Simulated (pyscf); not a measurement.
A first-order saddle from PySCF, ωB97X-D3(BJ)/def2-SVP:

```xyz
11

Sn     0.4480     0.3939    -0.9826
Ge     1.1329    -1.1624     0.9607
H     -1.4003     0.2460    -0.1543
H      0.0380    -0.3645    -2.4490
H      1.7271     1.5274    -1.1895
H      2.5942    -1.6303     0.8342
H      0.2054    -2.3862     0.9935
H      0.9806    -0.3919     2.2824
S     -1.2341     2.5743    -1.3145
H     -1.6289     1.1972    -0.5525
H     -0.8356     3.1229    -0.1487
```

Surface: singlet, charge 0. Lowest wavenumbers (cm⁻¹): 1583i, 36, 94, 144, 217.

What reaction is this the transition state of?

`[GeH3][SnH3]` + `[SH2]` <-> `[SH][SnH2][GeH3]` + `[H][H]`, a four-centre exchange read from left to right: H–Sn, H–S broken and S–Sn, H–H formed. At ωB97M-D3(BJ)/def2-TZVP it lies +42.8 kcal/mol from the left side and +50.9 kcal/mol from the right (each side as separated species at their lowest minima found). This is the saddle that the search found; another between the same sides may lie lower. Elements up to Kr have no core potential and no relativistic terms here. Elements past Kr carry the def2 core potentials, without spin-orbit coupling.
